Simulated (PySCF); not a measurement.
Gas-phase reaction: 3 H2SiO + O = 2 SiH + Si(OH)4

Computed with PySCF and rigid-rotor harmonic-oscillator thermochemistry at 1 bar. † marks an energy on the PBE0/def2-TZVP geometry and frequencies; other levels use their own. CCSD(T) freezes the core. Open shells (unrestricted): O (multiplicity 3), SiH (multiplicity 2); the rest are closed-shell singlets. Spin-orbit splitting is ignored; it lowers the true energy and changes the entropy of O, SiH. H2SiO: computed as isolated molecules; such fragments, hydroxides, amides, oligomers or adducts are transient or little studied in the gas. CCSD(T) isn't extrapolated to the basis-set limit. Warning, large T1 diagnostic: H2SiO, SiH (CCSD(T)/def2-TZVPP†).

| level | ΔH°(298 K), kJ |
|---|---|
| BLYP/def2-TZVP† | [?] |
| CCSD(T)/def2-TZVPP† | [?] |
| PBE/def2-TZVP† | -512 |
| PBE0/def2-TZVP | [?] |
| r2SCAN/def2-TZVP† | -518 |
| LDA/def2-TZVP† | -632 |
| ωB97M-V/def2-TZVP† | [?] |
| ωB97X-V/def2-TZVP† | -526 |

Q: Fill in the missing entries.

A: 
- BLYP/def2-TZVP†, ΔH°(298 K), kJ: -460
- CCSD(T)/def2-TZVPP†, ΔH°(298 K), kJ: -540
- PBE0/def2-TZVP, ΔH°(298 K), kJ: -546
- ωB97M-V/def2-TZVP†, ΔH°(298 K), kJ: -541
